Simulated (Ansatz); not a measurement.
**N2H3 (hydrazinyl radical): from total energies to a heat of formation**

N2H3 has 5 atoms, charge 0, and is taken as a doublet. SMILES: `[NH]N`. The coordinates come from a PBE0-D4/def2-TZVP relaxation. This is one conformer, not always the lowest.

| atom | x (Å) | y (Å) | z (Å) |
| --- | --- | --- | --- |
| N | -0.1876 | -0.8181 | 0.4540 |
| N | -0.1287 | 0.2356 | -0.3684 |
| H | 0.7598 | -0.9515 | 0.8113 |
| H | -1.0310 | 0.5923 | -0.6400 |
| H | 0.5874 | 0.9416 | -0.2568 |

Total energies at UB2PLYP/def2-TZVP, 2 core orbitals frozen (Ansatz 0.2.0); the atoms run unrestricted:

```
species    state  energy (Eh)
   N2H3  doublet  -111.184637
      N  quartet   -54.569297
      H  doublet    -0.498613
```

Harmonic wavenumbers at UPBE0-D4/def2-TZVP, in cm⁻¹: 558, 706, 1145, 1284, 1486, 1668, 3451, 3514, 3657.

Measured heats of formation of the gaseous atoms at 298.15 K, in kJ/mol: N 472.4, H 218.0. Take 1 Eh = 2625.50 kJ/mol, 1 cm⁻¹ = 0.0119627 kJ/mol, RT = 2.479 kJ/mol.

Question: Work out the heat of formation of the gas at 298 K.

Answer: 
1. Electronic atomisation energy: 2 × (-54.569297) + 3 × (-0.498613) − (-111.184637) = 0.550204 Eh = 1444.6 kJ/mol.
2. Zero-point energy: half the sum of the wavenumbers, 8734.5 cm⁻¹ = 104.5 kJ/mol.
3. Thermal vibrational enthalpy, Σ hcν̃/(exp(hcν̃/kT) − 1): 0.9 kJ/mol. Translation, rotation and pV of a non-linear molecule: 4 RT = 9.9 kJ/mol.
4. The 5 free atoms carry 5/2 RT each: 31.0 kJ/mol.
5. Atomisation enthalpy at 298 K: 1444.6 − 104.5 − 0.9 − 9.9 + 31.0 = 1360.3 kJ/mol.
6. Sum of the atoms' heats of formation: 1598.8 kJ/mol. Heat of formation: 1598.8 − 1360.3 = +238.5 kJ/mol.

The tabulated value is +224.9 kJ/mol (Active Thermochemical Tables), so this level is off by +13.6 kJ/mol, or 1.0 % of the atomisation enthalpy that the table implies (1374.0 kJ/mol). Anharmonicity and any spin-orbit splitting of the molecule are left out, and so is core correlation.
